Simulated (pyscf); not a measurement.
`[F][CH2][F]` + `[H]` [doublet] → `[F][CH2][F]` + `[H]` [doublet] (substitution at C; doublet surface; C–H broken, C–H formed). Single points on ωB97X-D3(BJ)/def2-SVP structures (PySCF, gas phase). Correlated levels are frozen-core, on RHF or UHF. ΔMP2 is the change of the MP2 total energy from the triple- to the quadruple-zeta basis. Energies in kJ/mol from the separated reactants.

```csv
level,barrier,reaction energy
ωB97X-D3(BJ)/def2-TZVP,224.4,0.0
PBE/def2-TZVP,___,0.0
B3LYP-D3(BJ)/def2-TZVP,201.3,0.0
M06-2X/def2-TZVP,231.7,0.0
HF/def2-TZVP,335.1,0.0
CCSD(T)/def2-TZVPP,237.6,0.0
CCSD(T)/def2-TZVPP + ΔMP2(QZVPP),___,0.0
```

### Question
Complete the blanks.

### Answer

- PBE/def2-TZVP, barrier: 179.0
- CCSD(T)/def2-TZVPP + ΔMP2(QZVPP), barrier: 233.3

Of the functionals in the table, M06-2X is closest to CCSD(T)/def2-TZVPP + ΔMP2(QZVPP) in the barrier (1.6 kJ/mol apart) and PBE least close (54.3 kJ/mol); that level has limits of its own. The same reactants have a lower exit, to F–CH•–F + H₂ (barrier +48.3 kJ/mol at ωB97M-D3(BJ)/def2-TZVP, against +218.5 kJ/mol here). One saddle was located; it need not be the lowest between these sides. The angle at the attacked C is 165°. The CCSD(T) − MP2 part came from Ansatz, without density fitting, on the same reference.
